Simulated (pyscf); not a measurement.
HP=PH (SMILES P=P) + H₂O (SMILES O) → HO–P=PH (SMILES OP=P) + H₂ (SMILES [H][H]), a four-centre exchange (singlet surface; H–P, H–O broken, O–P, H–H formed). PySCF, gas phase, ωB97X-D3(BJ)/def2-SVP geometries. Energies in kJ/mol from the separated reactants.

Small-basis levels: PySCF, no dispersion term, spherical d functions. AM1 to PM7: differences of heats of formation from MOPAC, which are fitted to 298 K values and so differ in kind from electronic energies by zero-point and thermal terms. GFN2-xTB: tblite. Cost: rough CPU time at the saddle relative to B3LYP/6-31G*, from one job on a shared machine.

```csv
level,barrier,reaction energy,cost
HF/STO-3G,374.1,+13.6,0.05
HF/6-31G*,334.9,+32.7,0.08
MP2/6-31G*,256.7,-5.7,0.09
SVWN5/6-31G*,128.0,-18.0,0.9
PBE/6-31G*,176.6,-10.7,1
B3LYP/STO-3G,199.3,-44.3,0.6
B3LYP/6-31G*,221.2,-1.5,1
M06-2X/6-31G*,222.6,-0.8,2
B3LYP/6-311+G**,239.8,+33.1,1
PBE/def2-SVP,166.2,+4.9,1
GFN2-xTB,171.6,-23.1,under 0.02
AM1,265.4,-33.0,under 0.02
ωB97M-D3(BJ)/def2-TZVP,217.7,+8.3,–
```

Against the last row the barrier runs from -89.6 (SVWN5/6-31G*) to +156.5 kJ/mol (HF/STO-3G). ωB97M-D3(BJ)/def2-TZVP has limits of its own. The same reactants have a lower exit, to HO–PH–PH₂ (barrier +81.2 kJ/mol at ωB97M-D3(BJ)/def2-TZVP, against +217.7 kJ/mol here). One saddle was located; it need not be the lowest between these sides.
